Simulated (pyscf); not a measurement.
PySCF, gas phase, ωB97X-D3(BJ)/def2-SVP geometries. Correlated levels are frozen-core, on RHF or UHF. ΔMP2 is the change of the MP2 total energy from the triple- to the quadruple-zeta basis.

H₃C–CH=CH–F → propyne (HC≡C–CH₃) + hydrogen fluoride (HF)
Surface: singlet. Broken: C–H, C–F. Formed: F–H. Give ΔE‡ and ΔE from CCSD(T)/def2-TZVPP + ΔMP2(QZVPP), relative to the reactant's lowest minimum found.

ΔE‡ = 319.8 kJ/mol, ΔE = +95.9 kJ/mol. Zero-point energy shifts the barrier by -21.9 kJ/mol. It is an elimination, with an imaginary mode of 1849i cm⁻¹. On the product side the descent ends in a complex, 26.2 kJ/mol under the separated species and 225.8 kJ/mol under the saddle at ωB97X-D3(BJ)/def2-TZVP. One saddle was located; it need not be the lowest between these sides. The CCSD(T) − MP2 part came from Ansatz, without density fitting, on the same reference.
